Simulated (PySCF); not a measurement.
# Working out the ionisation energy of Ne

Ne [Ne] (1S) → Ne⁺ [He] 2s2 2p5 (2P). All numbers are calculated (PySCF 2.14, scalar relativity by spin-free X2C-1e, in aug-cc-pVTZ-DK). Frozen: 1s2. Energies in hartree (1 hartree = 27.21139 eV):

| part | Ne (lower) | Ne⁺ (upper) |
| --- | --- | --- |
| UHF | -128.670170 | -127.947218 |
| CCSD correlation | -0.274354 | -0.211842 |
| (T) | -0.005292 | -0.002767 |

Question: What does Hartree-Fock give?

Answer: (-127.947218) − (-128.670170) = 0.722952 hartree = 19.673 eV.

Question: What do CCSD and CCSD(T) give?

Answer: The CCSD correlation energies differ by 0.062512 hartree = 1.701 eV and the triples by 0.002525 hartree = 0.069 eV, so CCSD gives 21.374 eV and CCSD(T) 21.443 eV.

Measured between the centres of the two terms (NIST): 21.597 eV, so CCSD(T) (valence) is off by -0.154 eV.

What remains against the reference includes basis incompleteness, the frozen core and higher excitations.
